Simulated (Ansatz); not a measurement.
A nudged elastic band was laid between two geometries of BF₂H (4 atoms, charge 0, multiplicity 1).

Method: Ansatz 0.2.0, RKS PBE-D4/def2-SVP.

```json
{"movable images": "9", "climbing image": "yes", "spring": "5.0 eV/Å²", "optimiser": "quadratic models (default)", "start path": "through a guess of the saddle point", "force threshold": "0.05 eV/Å", "iteration limit": "60", "end points": "relaxed"}
```

First end point:

```xyz
4
Properties=species:S:1:pos:R:3
B 0.313 0.000 0.141
F 0.357 0.000 1.465
H 1.330 0.000 -0.517
F -0.877 0.000 -0.440
```

Last end point:

```xyz
4
Properties=species:S:1:pos:R:3
B -0.059 -0.001 -0.739
F 1.184 0.000 1.501
H 1.325 0.000 0.553
F -1.327 0.000 -0.666
```

(1) What changes between the two ends?

(2) What energy profile does the band end with?

(3) What is the geometry of the highest image?

Answers

(1) Bonds broken: B1–F2, B1–H3. Bonds formed: F2–H3. BF2H becomes BF + FH.

(2) The forces met the threshold. The highest image is number 6 of 0 to 10, 4.29 eV above the first end and 0.28 eV above the last; the last end lies 4.02 eV above the first. Neighbouring images differ by up to 1.3 eV, so the band resolves the path poorly. A vibrational analysis at the climbing image gives one clearly imaginary mode, 934i cm⁻¹: a first-order saddle point. The orbitals stay closed-shell, which can raise the energy where a bond breaks towards radicals; this wasn't checked here.

| image | path coordinate (Å) | energy (eV) | B1–F2 (Å) | B1–H3 (Å) | F2–H3 (Å) |
| --- | --- | --- | --- | --- | --- |
| 0 | 0.00 | 0.00 | 1.32 | 1.21 | 2.21 |
| 1 | 0.20 | 0.19 | 1.32 | 1.21 | 2.02 |
| 2 | 0.40 | 0.79 | 1.34 | 1.20 | 1.82 |
| 3 | 0.60 | 1.82 | 1.43 | 1.20 | 1.63 |
| 4 | 0.80 | 3.08 | 1.57 | 1.22 | 1.46 |
| 5 | 1.01 | 4.00 | 1.73 | 1.28 | 1.30 |
| 6 | 1.21 | 4.29 | 1.89 | 1.39 | 1.14 |
| 7 | 1.39 | 4.18 | 2.06 | 1.56 | 1.02 |
| 8 | 1.58 | 4.07 | 2.27 | 1.73 | 0.97 |
| 9 | 1.77 | 4.03 | 2.45 | 1.85 | 0.96 |
| 10 | 1.95 | 4.02 | 2.56 | 1.89 | 0.96 |

(3) 
```xyz
4
Properties=species:S:1:pos:R:3
B 0.125 0.000 -0.476
F 0.831 0.000 1.277
H 1.318 0.000 0.246
F -1.151 0.000 -0.398
```

Run time: 48 s on 1 thread of Arm Neoverse V1, on a shared host, peak memory 0.091 GiB.
